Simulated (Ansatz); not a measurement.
# AlH3S2 (SMILES [AlH2][S]S): functionals against CCSD(T) at one geometry

An exercise on one series of results from a longer session: the logs are not shown, and one member is left open.

Method: single points in def2-TZVPP; program: Ansatz 0.2.0, Gaussian basis.

Correlated methods freeze the cores.

## The system as given

6 atoms, charge 0, spin multiplicity 1.

Atoms are counted from 1 here; the program's logs count them from 0.

Bond lengths: Al1–S2 2.250 Å, Al1–S3 2.500 Å, Al1–H4 1.565 Å, Al1–H5 1.444 Å, S2–S3 2.214 Å, S3–H6 1.494 Å. Angles: S2–Al1–S3 55.3°, S2–Al1–H4 115.4°, S2–Al1–H5 122.1°, S3–Al1–H4 105.8°, S3–Al1–H5 104.3°, H4–Al1–H5 122.5°, Al1–S2–S3 68.1°, Al1–S3–S2 56.6°, Al1–S3–H6 90.1°, S2–S3–H6 89.2°.

Coordinates:

```xyz
6
charge 0, multiplicity 1
Al   -0.7359    0.3089   -0.5947
S    -0.7993   -0.8942    1.3050
S     1.2340   -0.8380    0.4309
H    -1.0572   -0.4867   -1.9039
H    -0.3705    1.7063   -0.6056
H     1.5250    0.3830    1.2414
```

The first run:

run/in.yaml reads:

```yaml
crystal:
  periodic: [false, false, false]
  atoms:
    - {symbol: Al, position_ang: [-0.735900, 0.308900, -0.594700]}
    - {symbol: S, position_ang: [-0.799300, -0.894200, 1.305000]}
    - {symbol: S, position_ang: [1.234000, -0.838000, 0.430900]}
    - {symbol: H, position_ang: [-1.057200, -0.486700, -1.903900]}
    - {symbol: H, position_ang: [-0.370500, 1.706300, -0.605600]}
    - {symbol: H, position_ang: [1.525000, 0.383000, 1.241400]}
basis:
  gaussian: {orbitals: def2-TZVPP}
correlation: {method: ccsd_t}
output: {forces: true}
```

No record of the launch command was kept for these runs.

Steps of the session up to this table: CCSD(T)/def2-TZVPP; PBE0-D4/def2-TZVPP; wB97M-V/def2-TZVPP; r2SCAN-D4/def2-TZVPP; PBE-D4/def2-TZVPP; r2SCAN0-D4/def2-TZVPP; BLYP-D4/def2-TZVPP.

One of the session's tables, all rows but one given; the rest of the session is left out.

| method | RMS force component (eV/Å) | angle to CCSD(T) forces (°) | dipole (D) |
| --- | --- | --- | --- |
| CCSD(T) | 1.297 | reference | 1.34 |
| PBE0-D4 | 1.365 | 6.6 | 1.39 |
| wB97M-V | ? | ? | ? |
| r2SCAN-D4 | 1.322 | 4.9 | 1.42 |
| PBE-D4 | 1.244 | 5.6 | 1.39 |
| r2SCAN0-D4 | 1.408 | 7.6 | 1.41 |
| BLYP-D4 | 1.167 | 6.4 | 1.33 |

**Question.** Estimate the row for wB97M-V.

The run gave: RMS force component (eV/Å): 1.335; angle to CCSD(T) forces (°): 5.5; dipole (D): 1.33. In the column «RMS force component (eV/Å)» it lies between r2SCAN-D4 (1.322) and PBE0-D4 (1.365).
